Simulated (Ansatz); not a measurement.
**Pulling the pair apart**

The pair of NH3 (SMILES N, atoms 1–4) and SiH4O (SMILES [SiH3]O, atoms 5–10), both closed shells, in one local arrangement (a lower one may exist), relaxed at PBE0-D4/def2-TZVP:

```
10
angstrom
N -0.1731 0.1558 -1.9849
H -0.8315 0.7222 -2.5064
H 0.7580 0.4192 -2.2845
H -0.3201 -0.8087 -2.2570
Si 0.2133 -0.1961 1.8481
O -0.6363 0.6338 0.7313
H 1.6845 0.0382 1.7395
H -0.2417 0.2565 3.1865
H 0.0044 -1.6717 1.7465
H -0.4573 0.4508 -0.2193
```

SiH4O is shifted rigidly along the line between the mean atom positions of the two fragments (negative: closer). Counterpoise interaction energies in kJ/mol. Ansatz 0.2.0; basis: def2-TZVPPD; cores frozen in the correlated methods.

| shift (Å) | r2SCAN-D4 | PBE0-D4 | wB97M-V |
| --- | --- | --- | --- |
| -0.18 | -38.4 | -39.3 | -32.9 |
| -0.09 | -41.3 | -42.3 | -36.9 |
| 0.00 | -42.1 | -43.1 | -38.6 |
| 0.09 | -41.5 | -42.5 | -38.8 |
| 0.22 | -39.2 | -40.2 | -37.3 |
| 0.45 | -32.9 | -33.7 | -31.9 |
| 0.91 | -21.1 | -21.7 | -20.8 |
| 1.81 | -8.4 | -8.7 | -8.4 |

(1) What does CCSD(T) give at these shifts? (To be estimated.)

No T1 diagnostic of these runs exceeds 0.011.

Answers

(1) Computed: -30.3, -34.5, -36.4, -36.7, -35.5, -30.5, -20.1, -8.2 kJ/mol. For zero shift, CCSD(T) at an estimated basis limit (MP2 extrapolated from triple and quadruple zeta, plus CCSD(T) − MP2 in triple zeta) gives -38.7 kJ/mol. These are counterpoise interaction energies, counted from the two frozen fragments.

For scale, one of the runs: CCSD(T)/def2-TZVPPD, 244 basis functions, launched by `ansatz run in.yaml --threads 4 --pin off --events-out ev --progress --plain --max-ram 9574MiB`. Hardware: 4 CPU threads of an Arm Neoverse V1, shared host. Wall time 61 s; peak host memory 4.8 GiB.
